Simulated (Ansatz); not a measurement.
Total energies of C₃H₅FO, SMILES `CC1(F)CO1`.

Cartesian coordinates in Å:
```
C -1.214 0.047 0.357
C 0.220 0.380 0.127
F 0.418 1.727 0.119
C 1.186 -0.423 -0.603
O 1.183 -0.314 0.832
H -1.352 -1.034 0.347
H -1.837 0.496 -0.418
H -1.527 0.436 1.328
H 0.912 -1.399 -0.994
H 2.011 0.084 -1.094
```

Charge 0, multiplicity 1. All single points use the PBE0-D4/def2-TZVP geometry. Basis def2-TZVPP, Ansatz 0.2.0.

RPA on PBE orbitals: Hartree–Fock energy of these orbitals -290.84110 Eh, correlation -1.54414 Eh (frozen core).

```json
{"functional": "LDA (SPW92)", "kind": "LDA", "energy without D4 (Eh)": "-290.22141", "D4 term (kJ/mol)": "–"}
{"functional": "PBE", "kind": "GGA", "energy without D4 (Eh)": "-292.15261", "D4 term (kJ/mol)": "-14.9"}
{"functional": "revPBE", "kind": "GGA", "energy without D4 (Eh)": "-292.38957", "D4 term (kJ/mol)": "-55.1"}
{"functional": "BLYP", "kind": "GGA", "energy without D4 (Eh)": "-292.40174", "D4 term (kJ/mol)": "-34.2"}
{"functional": "r2SCAN", "kind": "meta-GGA", "energy without D4 (Eh)": "-292.33241", "D4 term (kJ/mol)": "-3.7"}
{"functional": "B97M-V", "kind": "meta-GGA with VV10", "energy without D4 (Eh)": "-292.42568", "D4 term (kJ/mol)": "–"}
{"functional": "PBE0", "kind": "global hybrid, 25 % exact exchange", "energy without D4 (Eh)": "-292.16483", "D4 term (kJ/mol)": "-12.3"}
{"functional": "B3LYP", "kind": "global hybrid, 20 %", "energy without D4 (Eh)": "-292.48274", "D4 term (kJ/mol)": "-23.8"}
{"functional": "r2SCANh", "kind": "meta-GGA hybrid, 10 %", "energy without D4 (Eh)": "-292.31691", "D4 term (kJ/mol)": "-3.8"}
{"functional": "r2SCAN0", "kind": "meta-GGA hybrid, 25 %", "energy without D4 (Eh)": "-292.29486", "D4 term (kJ/mol)": "-4.2"}
{"functional": "HSE06 (plane-wave form)", "kind": "screened hybrid", "energy without D4 (Eh)": "-292.15060", "D4 term (kJ/mol)": "-11.3"}
{"functional": "BHLYP", "kind": "global hybrid, 50 %", "energy without D4 (Eh)": "-292.32849", "D4 term (kJ/mol)": "-15.8"}
{"functional": "CAM-B3LYP", "kind": "range-separated hybrid", "energy without D4 (Eh)": "-292.36841", "D4 term (kJ/mol)": "-12.1"}
{"functional": "LC-ωPBE", "kind": "long-range corrected hybrid", "energy without D4 (Eh)": "-292.31155", "D4 term (kJ/mol)": "–"}
{"functional": "ωB97X-V", "kind": "range-separated hybrid GGA with VV10", "energy without D4 (Eh)": "-292.39051", "D4 term (kJ/mol)": "–"}
{"functional": "ωB97M-V", "kind": "range-separated hybrid meta-GGA with VV10", "energy without D4 (Eh)": "-292.37823", "D4 term (kJ/mol)": "–"}
{"functional": "B2PLYP", "kind": "double hybrid", "energy without D4 (Eh)": "-292.26890", "D4 term (kJ/mol)": "–"}
{"functional": "PBE-QIDH", "kind": "double hybrid", "energy without D4 (Eh)": "-292.12294", "D4 term (kJ/mol)": "–"}
```

B3LYP takes the VWN-RPA correlation (the form of Gaussian; ORCA's B3LYP/G). HSE06 is the plane-wave form, built on full-range PBE exchange. The double hybrids freeze the cores in their second-order part.

LC-ωPBE has ω = 0.4 bohr⁻¹.
